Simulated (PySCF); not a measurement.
A made-up structure of NaAlHCl, singlet:

| atom | x (Å) | y (Å) | z (Å) |
| --- | --- | --- | --- |
| Na1 | 3.3027 | -1.3185 | 2.9425 |
| Al2 | 0.1487 | 0.1971 | -0.1476 |
| Cl3 | 1.3931 | -1.0805 | 1.0772 |
| H4 | 1.1390 | 1.2342 | -0.8892 |

It is relaxed with PBE-D4/def2-SVP and then PBE0-D4/def2-TZVP (PySCF 2.14 with density fitting (its default auxiliary sets; JK sets also for MP2 and CCSD(T))). Atoms count as bonded within 1.22 times the sum of their covalent radii (H–H: 0.88 Å). The end point is not checked to be a true minimum.

**Question.** Does its bonding change? (A judgement: the text doesn't fix the answer.)

**Answer.** By the calculation: Yes. Formed: Na1–Al2, Na1–H4; broken: none.

Where it ends: The first stage lowers the energy by 1.06 eV in 21 steps. It ends as NaAlHCl ([H]1[Na][Cl][Al]1):
```tsv
atom	x (Å)	y (Å)	z (Å)
Na1	2.9445	-0.3048	1.6262
Al2	0.2425	-0.0389	-0.0602
Cl3	0.7503	-1.5540	1.7405
H4	1.9086	0.6262	0.1345
```

Labels in which every atom is bracketed show which atoms are joined, not bond orders.

For scale, one of the runs: PBE0-D4/def2-TZVP relaxation, 112 basis functions, launched by `OMP_NUM_THREADS=2 python run.py`. The run took 55 s on 2 CPU threads of an Arm Neoverse V1 (shared host), with 1.1 GiB of host memory at its peak.
